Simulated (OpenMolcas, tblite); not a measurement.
**A ladder of methods for Si2H5Cl (SMILES [SiH3][SiH2]Cl)**

Si2H5Cl has 8 atoms, charge 0, and is taken as a singlet. As SMILES, `[SiH3][SiH2]Cl`. The coordinates come from a PBE0-D4/def2-TZVP relaxation.

```xyz
8

Si   -0.7065    0.8818   -0.3903
Si    0.5734   -0.9388    0.3259
Cl    2.4316   -0.2529    0.9080
H    -2.0530    0.4101   -0.8130
H    -0.0343    1.5407   -1.5400
H    -0.8545    1.8557    0.7221
H    -0.0418   -1.6228    1.4914
H     0.7772   -1.9309   -0.7599
```

Each level gives the vertical energy of the triplet above the singlet (eV). The values are calculated.

```csv
level,kind,program,value (eV),less CCSD(T)/cc-pVDZ,CPU time (all runs)
IPEA1-xTB,semi-empirical,tblite,4.16,-2.04,under 2 s
HF/cc-pVDZ,Hartree–Fock,OpenMolcas,6.25,+0.05,32 s
SVWN5/cc-pVDZ,LDA,OpenMolcas,5.44,-0.76,1.7 min
PBE/cc-pVDZ,GGA,OpenMolcas,5.42,-0.78,2.2 min
M06-L/cc-pVDZ,meta-GGA,OpenMolcas,5.84,-0.36,3.2 min
r2SCAN/cc-pVDZ,meta-GGA,OpenMolcas,5.62,-0.58,3.1 min
BHLYP/cc-pVDZ,global hybrid,OpenMolcas,6.17,-0.03,2.3 min
M06-2X/cc-pVDZ,hybrid meta-GGA,OpenMolcas,6.01,-0.19,2.6 min
"CCSD(T)/cc-pVDZ, open shells restricted",coupled cluster or CI,OpenMolcas,6.20,0.00,95 s
```

CCSD(T)/cc-pVDZ, open shells restricted is the highest level here, not the true value. The values span 4.16 to 6.25 eV. A triplet this far above the singlet is often a Rydberg-like or dissociative state; sets without diffuse functions put Rydberg states too high. Times are those of the runs behind each value, whatever else they computed, on shared processors of several kinds: orders of magnitude only.
